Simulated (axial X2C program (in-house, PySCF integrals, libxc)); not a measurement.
**AlC⁻: cheaper levels and CCSD(T), two-component**

Calculated with an in-house all-electron X2C program for linear molecules (integrals from PySCF). Two-component (2c) means X2C with spin–orbit coupling and atomic mean-field two-electron Coulomb and Gaunt terms. Basis: Al dyall-av3z [9s9p3d2f], C dyall-av3z [8s7p3d2f] (cores contracted in-house); Gaussian nuclei, density fitting, unrestricted open shells. Masses: Al 26.982 u, C 12.000 u.

State: Ω = 2 (⟨Sz⟩ = 1.00, ⟨Lz⟩ = 1.00 at HF); fragments Al + C-.

| level | Re (Å) | ωe (cm⁻¹) | De (eV) |
| --- | --- | --- | --- |
| PBE0 | 1.887 | 705.2 | 3.08 |
| HF | 1.980 | 566.6 | 2.16 |
| CCSD | 1.893 | 698.9 | 2.92 |
| TPSSh | 1.896 | 696.8 | 3.04 |

Correlated methods: 8 electrons correlated (number of frozen shells: Al 2 s, 1 p; C 1 s), 204 virtual spin orbitals or spinors in MP2, 90 natural virtuals in coupled cluster.

CCSD(T), same Hamiltonian and basis:

Re = 1.890 Å, ωe = 719.1 cm⁻¹, De = 3.08 eV; T1 = 0.095 (Lee–Taylor normalisation).

Question: Give the differences from CCSD(T) in the columns below.

Answer: 

```csv
level,ΔRe (Å),Δωe (cm⁻¹),ΔDe (eV)
PBE0,-0.003,-14,0.00
HF,0.090,-152,-0.92
CCSD,0.003,-20,-0.16
TPSSh,0.006,-22,-0.04
```

The state is one determinant whose occupation by symmetry is held fixed; it was picked as the lowest of a PBE0 search that is not exhaustive. Dissociation energies refer to the lowest single-determinant-based atoms at the same level and basis. Density functionals use the spin component along the axis (collinear). Coupled cluster ran in a truncated set of natural virtual spinors; the MP2 energy of the rest was added. (T) has no such correction and the atoms are truncated less, which lowers De at CCSD(T) by a hundredth of an eV or more. In 2c an atomic determinant is not the ground J level, so De misses part of the atomic spin–orbit lowering. This holds for PBE0, TPSSh. Other states lie close and PBE0, whose exact exchange favours high spin, may order them wrongly; the determinant shown need not be the ground state. The nearest other spin-free determinant of the search, M_S = 1, Λ = 0, lies 0.07 eV up at the distance of the search. The functionals have no current-density term, which raises determinants with orbital currents, atoms included. With several unpaired electrons one determinant need not be a pure state. A state of lower Ω lies just above, and one determinant can place such states too high, so the state shown need not be the lowest. The search has Ω = 1 only 0.07 eV up. Open-shell Ω = 0 determinants with evenly filled partner blocks cannot be reached by this program, so the Ω shown need not be the lowest component. The highest occupied level of some functionals is positive through self-interaction error; at Hartree–Fock it is bound. The determinant is spin-polarised beyond a pure state at some levels (its spin-free form has ⟨S²⟩ too high), which makes Re and μ there less reliable. The T1 diagnostic is large, a sign of multireference character. Hartree–Fock gets electron affinities wrong, so its lowest charge split need not be the true one.
